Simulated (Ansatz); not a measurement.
**Nudged elastic band run: ClFH₄Si**

The input (input.yaml):

```yaml
crystal:
  periodic: [false, false, false]
  atoms:
    - { symbol: Si, position_ang: [0.253856, 6.7e-05, -0.121125] }
    - { symbol: F, position_ang: [0.106203, -2.9e-05, 1.532457] }
    - { symbol: H, position_ang: [1.72308, 0.000224, -0.418675] }
    - { symbol: H, position_ang: [-0.393431, 1.240648, -0.653066] }
    - { symbol: H, position_ang: [-0.39323, -1.240618, -0.65307] }
    - { symbol: Cl, position_ang: [-3.000659, 6.3e-05, 1.490048] }
    - { symbol: H, position_ang: [-1.767018, -0.000355, 1.920032] }
basis:
  gaussian: { orbitals: def2-SVP }
hamiltonian:
  xc: pbe
  dispersion: d4
neb:
  order_check: false
  images: 5
  f_tol: 0.5
  max_iterations: 60
  final_atoms:
    - { symbol: Si, position_ang: [-0.41132041, -7.898e-05, -0.53078235] }
    - { symbol: F, position_ang: [0.03244724, 0.00062681, 2.88111723] }
    - { symbol: H, position_ang: [0.75851656, -0.000438, 0.39749298] }
    - { symbol: H, position_ang: [-0.44758792, 1.23096665, -1.38430265] }
    - { symbol: H, position_ang: [-0.44762981, -1.23056434, -1.38510975] }
    - { symbol: Cl, position_ang: [-2.14932334, -0.00043744, 0.66442792] }
    - { symbol: H, position_ang: [-0.80630133, -7.47e-05, 2.45375761] }
  initial_path:
    images:
      - { positions_ang: [[0.253856, 6.7e-05, -0.121125], [0.106203, -2.9e-05, 1.532457], [1.72308, 0.000224, -0.418675], [-0.393431, 1.240648, -0.653066], [-0.39323, -1.240618, -0.65307], [-3.000659, 6.3e-05, 1.490048], [-1.767018, -0.000355, 1.920032]] }
      - { positions_ang: [[0.17310867, 6.065e-05, -0.07629215], [0.05743847, -4.317e-05, 1.67253281], [1.61568102, 0.00019447, -0.42443649], [-0.48326576, 1.22424839, -0.59901406], [-0.48309729, -1.22419561, -0.59906474], [-2.7717685, 1.014e-05, 1.23264607], [-1.57929562, -0.00027488, 1.89022956]] }
      - { positions_ang: [[0.09236134, 5.431e-05, -0.03145929], [0.00867395, -5.734e-05, 1.81260861], [1.50828204, 0.00016495, -0.43019797], [-0.57310052, 1.20784878, -0.54496213], [-0.57296457, -1.20777322, -0.54505948], [-2.54287799, -4.271e-05, 0.97524414], [-1.39157324, -0.00019476, 1.86042713]] }
      - { positions_ang: [[0.01161401, 4.796e-05, 0.01337356], [-0.04009058, -7.151e-05, 1.95268442], [1.40088307, 0.00013542, -0.43595946], [-0.66293529, 1.19144917, -0.49091019], [-0.66283186, -1.19135083, -0.49105423], [-2.31398749, -9.557e-05, 0.71784221], [-1.20385086, -0.00011465, 1.83062469]] }
      - { positions_ang: [[-0.12936413, 5.65e-06, -0.16801174], [-0.01591131, 0.00016126, 2.26216202], [1.1867609, -5.572e-05, -0.15814198], [-0.59115283, 1.20462166, -0.78870768], [-0.59109784, -1.204422, -0.78907273], [-2.25909944, -0.00020953, 0.70003745], [-1.07133435, -0.00010133, 2.03833567]] }
      - { positions_ang: [[-0.27034227, -3.667e-05, -0.34939704], [0.00826797, 0.00039404, 2.57163963], [0.97263873, -0.00024686, 0.1196755], [-0.51937038, 1.21779415, -1.08650517], [-0.51936382, -1.21749317, -1.08709124], [-2.20421139, -0.00032348, 0.68223268], [-0.93881784, -8.801e-05, 2.24604664]] }
      - { positions_ang: [[-0.41132041, -7.898e-05, -0.53078235], [0.03244724, 0.00062681, 2.88111723], [0.75851656, -0.000438, 0.39749298], [-0.44758792, 1.23096665, -1.38430265], [-0.44762981, -1.23056434, -1.38510975], [-2.14932334, -0.00043744, 0.66442792], [-0.80630133, -7.47e-05, 2.45375761]] }
```

Launched with:

```bash
$ ansatz run input.yaml --threads 2 --pin off --max-ram 3072MiB --backend cpu --events-out ev --progress --plain --runs-dir out
```

Output, in part (warnings, iteration lines, the closing report on the highest movable image, with atoms numbered from 0):

```
NEB end point (image 0): max|allowed force component| = 1.289e-2 eV/Å (the criterion of neb.relax_end_points is 1.000e-1)
NEB end point (image 6): max|allowed force component| = 1.365e-3 eV/Å (the criterion of neb.relax_end_points is 1.000e-1)
NEB iter   1: max|band force component| = 5.004e0 eV/Å  barrier→ = 2.1152 eV  barrier← = 1.7445 eV  Δτ_max = 0.2000 Å  (161 SCF iters)
NEB iter   2: max|band force component| = 1.817e0 eV/Å  barrier→ = 1.2672 eV  barrier← = 0.8966 eV  Δτ_max = 0.2000 Å  (136 SCF iters)
NEB iter   3: max|band force component| = 8.609e-1 eV/Å  barrier→ = 1.1270 eV  barrier← = 0.7564 eV  Δτ_max = 0.1538 Å  (132 SCF iters)
NEB iter   4: max|band force component| = 7.252e-1 eV/Å  barrier→ = 1.2770 eV  barrier← = 0.9064 eV  Δτ_max = 0.0514 Å  (131 SCF iters)
NEB iter   5: max|band force component| = 5.802e-1 eV/Å  barrier→ = 1.2298 eV  barrier← = 0.8592 eV  Δτ_max = 0.0852 Å  (132 SCF iters)
NEB iter   6: max|band force component| = 3.750e-1 eV/Å  barrier→ = 1.1937 eV  barrier← = 0.8230 eV  CI = image 3  Δτ_max = 0.0000 Å  (255 SCF iters)
Total energy: -23161.72774711 eV, -851.1777951233 hartree
Atom 0 at    -0.235390    -0.000036    -0.100831 Å, force    -0.044866    -0.000137    -0.383319 eV/Å
Atom 1 at     0.013468     0.000381     1.939494 Å, force     0.344288     0.000273     0.027192 eV/Å
Atom 2 at     1.266759    -0.000268     0.025371 Å, force     0.005739    -0.000066    -0.034147 eV/Å
Atom 3 at    -0.579039     1.274313    -0.825908 Å, force     0.111665    -0.104488     0.036860 eV/Å
Atom 4 at    -0.579099    -1.273961    -0.826665 Å, force     0.111624     0.104593     0.036754 eV/Å
Atom 5 at    -2.349465    -0.000558     0.913676 Å, force    -0.201179    -0.000171     0.019749 eV/Å
Atom 6 at    -1.008434     0.000129     1.971464 Å, force    -0.327272    -0.000006     0.296911 eV/Å
Dipole moment:     0.150600     0.000091    -0.001265 e Å
```

The forces met the threshold. The threshold of 0.5 eV/Å is loose, so the images may lie well off the minimum-energy path. The order of the stationary point at the top wasn't checked. The orbitals stay closed-shell, which can raise the energy where a bond breaks towards radicals; this wasn't checked here.

Final band (atoms are numbered from 1 in the order of the input):

| image | path coordinate (Å) | energy (eV) | Si1–F2 (Å) | Cl6–H7 (Å) | Si1–Cl6 (Å) |
| --- | --- | --- | --- | --- | --- |
| 0 | 0.00 | 0.00 | 1.66 | 1.31 | 3.63 |
| 1 | 0.54 | 0.12 | 1.68 | 1.32 | 3.12 |
| 2 | 1.07 | 0.72 | 1.78 | 1.41 | 2.66 |
| 3 | 1.60 | 1.19 | 2.06 | 1.71 | 2.34 |
| 4 | 2.13 | 0.91 | 2.51 | 1.91 | 2.20 |
| 5 | 2.66 | 0.52 | 2.97 | 2.04 | 2.13 |
| 6 | 3.19 | 0.37 | 3.44 | 2.24 | 2.11 |

The run took 28 s on 2 threads of Arm Neoverse V1, on a shared host, peak memory 0.13 GiB.
